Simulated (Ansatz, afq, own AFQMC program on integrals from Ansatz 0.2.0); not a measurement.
Where AFQMC and coupled cluster stand for BH, singlet

```yaml
atoms:
  - { symbol: B, position_ang: [0.0000, 0.0000, 0.0000] }
  - { symbol: H, position_ang: [0.0000, 0.0000, 2.0200] }
```

Basis cc-pVTZ. Noble-gas cores (and the filled d shells of Ga–Kr and In–Xe) are frozen. Ansatz 0.2.0 and our own AFQMC program on the same integrals; the CISD trial comes from CCSD amplitudes, and released means the phaseless constraint is let go. Uncertainties: one standard error, sampling alone.

Determinant: RHF, the one that the program's search chose, which needn't be the lowest solution. The geometry is a point of a scan.

Full CI on the same integrals is exact in this basis and with this determinant's frozen core.

Cautions: restricted determinant unstable towards unrestricted (UHF 201 meV lower, ⟨S²⟩ 0.54); strong correlation (T1 0.031, weight of the determinant 0.87, largest double 0.19); the released energies are still falling, so no released level is given (meV from the phaseless value at times in 1/Eh: -2 ± 3 at 0.24, -5.7 ± 2.1 at 0.51, -11.4 ± 1.6 at 0.99, -16.4 ± 1.9 at 1.62, -22.5 ± 2.5 at 2.40), though the last usable value meets full CI within the noise; the ph-AFQMC/CISD walk drifts between its halves (2.2 errors).

- T1 diagnostic: 0.0308
- weight of the determinant in the CISD state: 0.870
- size of the correlated space: 4 electrons in 43 orbitals

| level | correlation energy (eV) |
| --- | --- |
| MP2 | -2.1459 |
| CCSD | -3.0603 |
| CCSD(T) | -3.1542 |

Problem. Estimate where phaseless AFQMC with the Hartree–Fock trial lies against CCSD(T) on the same integrals.

Solution. 13.0 ± 2.3 kJ/mol above CCSD(T).

Reference: full CI, correlation energy -3.176 eV.

```tsv
level	E − E(reference) (kJ/mol)	share of correlation (%)
CCSD(T)	2.1	99.30
CCSDT	0.2	99.92
CCSDT(Q)	0.0	100.01
ph-AFQMC/HF	15.2 ± 2.3	95.05
ph-AFQMC/CISD	2.6 ± 0.3	99.14
```

CCSDT and higher add their correlation energy to the determinant of the CCSD(T) run, since their own runs factorise the integrals more tightly (a shift of under 2 meV). A walk keeps the symmetry of its determinant, which the program's search chose and which needn't be the lowest solution, so a lower state of the same spin and another symmetry isn't excluded.
